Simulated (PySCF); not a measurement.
Input of a run (PBE0-D3(BJ)/def2-SVP geometry optimisation, gas phase (PySCF 2.14.0)), started from MMFF94s:
```
{"job": {"xc": "PBE0", "basis": "def2-SVP", "d3": "d3bj", "grid": 1, "shake": 0.03, "kind": "geom"}, "charge": 0, "multiplicity": 1}
O      2.500270    -0.088400     0.451410
C      1.214950    -0.019500     0.224830
O      0.484980     1.115970    -0.231740
C     -0.627420     0.640380    -0.294790
C     -0.801090    -0.646340     0.030080
O      0.416770    -1.113150     0.405020
H     -1.466050     1.306220    -0.606820
H     -1.584170    -1.280830     0.093790
```

Output (energies in Eh, forces in Eh/bohr):
```
step   0  E = -340.49253743  max force = 0.227892
step   1  E = -340.55107633  max force = 0.053556
step   2  E = -340.55532636  max force = 0.034062
step   3  E = -340.55733296  max force = 0.019449
step   4  E = -340.55811084  max force = 0.017662
step   5  E = -340.55836863  max force = 0.008199
step   6  E = -340.55859057  max force = 0.008046
step   7  E = -340.55864411  max force = 0.001562
step   8  E = -340.55864958  max force = 0.001044
step   9  E = -340.55865342  max force = 0.000676
step  10  E = -340.55865576  max force = 0.000891
step  11  E = -340.55865879  max force = 0.001549
step  12  E = -340.55866067  max force = 0.002279
step  13  E = -340.55866810  max force = 0.001494
step  14  E = -340.55867383  max force = 0.000449
optimisation converged
```

Question: Summarise the run.

Answer: The energy falls by 41.5 kcal/mol over 15 energy and gradient evaluations, the largest force component goes from 0.2279 to 4.5e-04 Eh/bohr, and the atoms move by 0.081 Å rms after alignment. The bond that changes most is O3–C4 (ring oxygen to unsaturated ring CH carbon), which lengthens by 0.155 Å. Bonds longer at the end by more than 0.005 Å: 3 of 8; shorter: 4. Among the angles that change most is C5–C4–H7, from 123.0° to 133.6°. The energy never rose by more than 1e-6 Eh on the way. The first step brought 89 % of the lowering.

Question: What are the final bond lengths?

Answer: O1=C2 1.184 Å, C2–O3 1.361 Å, O3–C4 1.366 Å, C4–C5 1.334 Å, C5–O6 1.368 Å, C2–O6 1.360 Å, C4–H7 1.085 Å, C5–H8 1.085 Å. Numbering counts from 1 in the input's order; the species is vinylene carbonate, `O=C1OC=CO1`.

The run used 94 basis functions and 104 SCF cycles in all. On one thread, Arm Neoverse V1 (aarch64), no GPU, shared host with 32 logical CPUs at a one-minute load of 19, this took 38 s of wall time and 0.37 GiB of memory at its peak.

No PBE0-D3(BJ)/def2-SVP frequencies stand behind this structure, so it isn't proved a minimum.
